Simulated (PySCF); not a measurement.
**CH5BS, a complex of two parts as drawn: interaction energy**

One table from this session's results is given with a row withheld; the runs are named, their logs left out.

Programs: PySCF 2.14.0. All values are calculated, for the isolated system unless a continuum is named. Atoms count from 0, parts from 1.

### The system as given

8 atoms, charge 0, multiplicity 1; geometry: GFN1-xTB. Parts: 1 = atoms 0–3, `B`, charge 0; 2 = atoms 4–7, `C=S`, charge 0. In the given geometry H2 has moved to C4 of another part (1.10 Å), so values for the parts refer to these atom groups.

The first run:

Job settings and geometry (Å):

```
{"job": {"xc": "PBE0", "basis": "def2-SVPD", "d3": "d3bj", "grid": 2, "kind": "geom", "shake": 0.01}, "charge": 0, "multiplicity": 1, "parts": [{"atoms": "0-3", "charge": 0, "multiplicity": 1}, {"atoms": "4-7", "charge": 0, "multiplicity": 1}]}
B      0.745981    -0.201443     0.000487
H      1.727245     0.428492    -0.128911
H     -1.934766    -1.061877     0.872784
H      0.039617    -0.323206    -0.938877
C     -1.195609    -1.683804     1.400838
S      0.389145    -0.807050     1.590902
H     -1.043712    -2.616102     0.876480
H     -1.546220    -1.881145     2.407167
```

The run is started by

```
> OMP_NUM_THREADS=1 python cluster_run.py task.json out
```

This one command runs all jobs of the session in turn.

Among the steps run: Optimising the geometry at PBE0-D3(BJ)/def2-SVPD; Coupled-cluster interaction energy: CCSD(T) and MP2.

One of the session's tables, all rows but one given; the rest of the session is left out.

It belongs to the step «Coupled-cluster interaction energy: CCSD(T) and MP2». 

```
                 method  interaction energy (kcal/mol)
         HF/aug-cc-pVDZ                        -245.10
        MP2/aug-cc-pVDZ                        -217.90
       CCSD/aug-cc-pVDZ                        -192.22
    CCSD(T)/aug-cc-pVDZ                        -179.90
         HF/aug-cc-pVTZ                        -248.73
        MP2/aug-cc-pVTZ                        -227.95
    SCS-MP2/aug-cc-pVTZ                        -220.51
      MP2, extrapolated                              ?
CCSD(T), limit estimate                        -192.65
```

**Question.** Estimate the row for MP2, extrapolated.

The run gave: interaction energy (kcal/mol): -230.65. In the column «interaction energy (kcal/mol)» it lies between HF/aug-cc-pVDZ (-245.10) and MP2/aug-cc-pVTZ (-227.95).

At this geometry H2 has moved to C4 of another part (1.10 Å), so this energy is mostly that of cutting a chemical bond between strained fragments, not an intermolecular interaction.

To keep in mind: At this geometry a test (T1, the size of the triples or of CCSD(T) less MP2, charge moved between the parts) flags the run, so its CCSD(T) estimate is not taken as a benchmark. The interaction energy leaves out the deformation of the parts, 167.3 kcal/mol at MP2. So large a deformation means that a part is far from its own minimum, so a sum across the two methods would be rough.
